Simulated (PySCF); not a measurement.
NO2, SMILES N([O])=O (connectivity only; charge and spin as stated), charge -1, multiplicity 1.

Geometry: B3LYP-D3(BJ)/def2-TZVPD. The multiplicity is an assumed one; other spin states were not compared. The isomer is the one that the SMILES or the coordinates give; other isomers of the formula were not compared.

Method: HF/def2-TZVPD (PySCF).

```yaml
total_energy: -204.17246 hartree
point_group: C2v
highest_occupied_level: -4.28 eV
lowest_empty_level: 6.51 eV
orbital_gap: 10.79 eV
dipole_moment_about_the_centre_of_nuclear_charge: 0.64 D
mean_static_polarisability: 24.7 bohr³ (3.65 Å³)
polarisability_principal_values: 18.0, 21.9, 34.1 bohr³
```
